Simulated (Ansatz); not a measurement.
# SiBH6 radical: single points off equilibrium

The task here is to estimate one member of a computed series from the others.

Method: single points in def2-TZVPP; program: Ansatz 0.2.0, Gaussian basis.

Correlated methods freeze the cores. Orbitals are unrestricted.

## Where the work starts

8 atoms, charge 0, spin multiplicity 2.

Atoms are counted from 1 here; the program's logs count them from 0.

Bond lengths: H1–B2 1.436 Å, B2–Si3 2.029 Å, B2–H4 1.208 Å, B2–H5 1.249 Å, Si3–H6 1.334 Å, Si3–H7 1.533 Å, Si3–H8 1.450 Å. Angles: H1–B2–Si3 62.4°, H1–B2–H4 119.4°, H1–B2–H5 105.9°, Si3–B2–H4 116.0°, Si3–B2–H5 112.0°, H4–B2–H5 124.9°, B2–Si3–H6 113.9°, B2–Si3–H7 107.7°, B2–Si3–H8 116.7°, H6–Si3–H7 106.0°, H6–Si3–H8 109.7°, H7–Si3–H8 101.5°.

Geometry (Å):

```xyz
8
charge 0, multiplicity 2
H    -0.4802   -1.0792    0.5308
B    -1.1817    0.1056    0.1220
Si    0.8354    0.0848   -0.0925
H    -1.6163    0.8569    0.9625
H    -1.7671   -0.1936   -0.9396
H     1.5028    0.1769    1.0589
H     1.2292    1.3198   -0.9104
H     1.3940   -0.9848   -0.8968
```

Set-up of the first run:

The input, run/in.yaml:

```yaml
crystal:
  periodic: [false, false, false]
  atoms:
    - {symbol: H, position_ang: [-0.480200, -1.079200, 0.530800]}
    - {symbol: B, position_ang: [-1.181700, 0.105600, 0.122000]}
    - {symbol: Si, position_ang: [0.835400, 0.084800, -0.092500]}
    - {symbol: H, position_ang: [-1.616300, 0.856900, 0.962500]}
    - {symbol: H, position_ang: [-1.767100, -0.193600, -0.939600]}
    - {symbol: H, position_ang: [1.502800, 0.176900, 1.058900]}
    - {symbol: H, position_ang: [1.229200, 1.319800, -0.910400]}
    - {symbol: H, position_ang: [1.394000, -0.984800, -0.896800]}
basis:
  gaussian: {orbitals: def2-TZVPP}
magnetization: {spin_polarized: true, initial_magnetization: 1}
correlation: {method: ccsd_t}
scf: {omitted_lower_state_checks: [cluster_reference]}
output: {forces: true}
```

No record of the launch command was kept for these runs.

Among the steps run: CCSD(T)/def2-TZVPP; PBE0-D4/def2-TZVPP; wB97M-V/def2-TZVPP; r2SCAN-D4/def2-TZVPP; PBE-D4/def2-TZVPP; revPBE-D4/def2-TZVPP; LC-wPBE/def2-TZVPP.

One of the session's tables, all rows but one given; the rest of the session is left out.

| method | RMS force component (eV/Å) | angle to CCSD(T) forces (°) | dipole (D) |
| --- | --- | --- | --- |
| CCSD(T) | 1.197 | reference | 0.87 |
| PBE0-D4 | 1.195 | 4.2 | 0.89 |
| wB97M-V | 1.173 | 2.2 | 0.89 |
| r2SCAN-D4 | ? | ? | ? |
| PBE-D4 | 1.183 | 8.3 | 0.91 |
| revPBE-D4 | 1.185 | 7.8 | 0.90 |
| LC-wPBE | 1.222 | 3.5 | 0.92 |

Estimate the missing values for r2SCAN-D4.

The run gave: RMS force component (eV/Å): 1.184; angle to CCSD(T) forces (°): 3.8; dipole (D): 0.89. In the column «RMS force component (eV/Å)» it lies between PBE-D4 (1.183) and revPBE-D4 (1.185).
